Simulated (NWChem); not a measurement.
pyrrole (C4H5N); SMILES c1[nH]ccc1

Computed with NWChem. Pople sets run with spherical d functions. The geometry was optimised at PBE0/def2-SVP. Level PBE0/6-31G*: single points from the atomic guess with DIIS by default; each run changes one setting, and all converged runs end within 0.3 mHa of each other. cgmin counts macro-iterations, each dearer than a DIIS step.

### Question
Which setting needs the most SCF iterations, or fails (core-Hamiltonian guess; no level shifting; defaults; DIIS on 20 Fock matrices; quadratically convergent solver (cgmin))?

### Answer
core-Hamiltonian guess, with 13 against 8 for the defaults.
| setting | SCF iterations |
|---|---|
| defaults | 8 |
| DIIS on 20 Fock matrices | 7 |
| core-Hamiltonian guess | 13 |
| no level shifting | 8 |
| quadratically convergent solver (cgmin) | 4 |
